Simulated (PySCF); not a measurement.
PySCF input (B3PW91/6-31G* (5d)):

```python
from pyscf import gto, dft

mol = gto.M(
    atom='''
    C    -0.00000000   -0.00000000   -0.63123354
    N     0.00000000    0.00000000    0.54105732
    ''',
    basis='6-31g*',
    charge=1,
    spin=0,
    verbose=4,
)

mf = dft.RKS(mol, xc='b3pw91')
mf.grids.level = 3
mf.conv_tol = 1e-9
mf.max_cycle = 100
mf.max_memory = 1500
mf.kernel()
if not mf.converged:
    mf = mf.newton()
    mf.kernel(mf.make_rdm1())
mf.dip_moment()
```

From the last part of the output:

```
[INPUT] symmetry False subgroup None
[INPUT] Mole.unit = angstrom
[INPUT] Symbol           X                Y                Z      unit          X                Y                Z       unit  Magmom
[INPUT]  1 C      0.000000000000   0.000000000000  -0.631233540000 AA    0.000000000000   0.000000000000  -1.192858511240 Bohr   0.0
[INPUT]  2 N      0.000000000000   0.000000000000   0.541057320000 AA    0.000000000000   0.000000000000   1.022450152491 Bohr   0.0

nuclear repulsion = 18.9589833180479
number of shells = 12
number of NR pGTOs = 54
number of NR cGTOs = 28
basis = 6-31g*
ecp = {}

******** <class 'pyscf.dft.rks.RKS'> ********
method = RKS
initial guess = minao
damping factor = 0
level_shift factor = 0
DIIS = <class 'pyscf.scf.diis.CDIIS'>
diis_start_cycle = 1
diis_space = 8
diis_damp = 0
SCF conv_tol = 1e-09
SCF conv_tol_grad = None
SCF max_cycles = 100
direct_scf = True
direct_scf_tol = 1e-13
XC library pyscf.dft.libxc version 7.1.2
    S. Lehtola, C. Steigemann, M. J. T. Oliveira, and M. A. L. Marques,  SoftwareX 7, 1–5 (2018)
XC functionals = b3pw91
    A. D. Becke,  J. Chem. Phys. 98, 5648 (1993)
radial grids:
    Treutler-Ahlrichs [JCP 102, 346 (1995); DOI:10.1063/1.469408] (M4) radial grids

becke partition: Becke, JCP 88, 2547 (1988); DOI:10.1063/1.454033
pruning grids: <function nwchem_prune>
grids dens level: 3
symmetrized grids: False
atomic radii adjust function: <function treutler_atomic_radii_adjust>
small_rho_cutoff = 0
Set gradient conv threshold to 3.16228e-05
Initial guess from minao.
tot grids = 28024
init E= -92.7892619427313
  HOMO = -0.376834498607597  LUMO = -0.315925396034322  gap/eV = 1.65742
cycle= 1 E= -92.0106662806768  delta_E= 0.779  |g|= 0.558  |ddm|= 1.73
  HOMO = -0.834887756194221  LUMO = -0.698747307282748  gap/eV = 3.70457
cycle= 2 E= -90.418062579287  delta_E= 1.59  |g|= 2.51  |ddm|= 1.88
  HOMO = -0.819385132592467  LUMO = -0.736593800175418  gap/eV = 2.25287
cycle= 3 E= -92.1087683519421  delta_E= -1.69  |g|= 0.14  |ddm|= 1.62
  HOMO = -0.771744578440498  LUMO = -0.692578001161546  gap/eV = 2.15423
cycle= 4 E= -92.1131265257532  delta_E= -0.00436  |g|= 0.0342  |ddm|= 0.114
  HOMO = -0.77775543893907  LUMO = -0.69517972591046  gap/eV = 2.24700
cycle= 5 E= -92.1133741763371  delta_E= -0.000248  |g|= 0.0053  |ddm|= 0.0193
  HOMO = -0.777718684138389  LUMO = -0.695019912372486  gap/eV = 2.25035
cycle= 6 E= -92.1133798105031  delta_E= -5.63e-06  |g|= 0.00194  |ddm|= 0.00223
  HOMO = -0.777756166984204  LUMO = -0.694937971115024  gap/eV = 2.25360
cycle= 7 E= -92.1133806771594  delta_E= -8.67e-07  |g|= 0.000123  |ddm|= 0.00104
  HOMO = -0.777748577898499  LUMO = -0.694933098831435  gap/eV = 2.25352
cycle= 8 E= -92.1133806804676  delta_E= -3.31e-09  |g|= 8.37e-06  |ddm|= 6.46e-05
  HOMO = -0.777747804280974  LUMO = -0.694932046472557  gap/eV = 2.25353
cycle= 9 E= -92.1133806804801  delta_E= -1.25e-11  |g|= 4.58e-06  |ddm|= 7.83e-06
  HOMO = -0.777747274207122  LUMO = -0.694932099546577  gap/eV = 2.25352
Extra cycle  E= -92.1133806803365  delta_E= 1.44e-10  |g|= 2.58e-05  |ddm|= 1.76e-05
converged SCF energy = -92.1133806803365

WARN: System has nonzero charge 1; the dipole moment is origin-dependent.
Location of origin: [0. 0. 0.]

Dipole moment(X, Y, Z, Debye):  0.00000, -0.00000, -2.00487
```

The dipole moment of an ion depends on the origin.
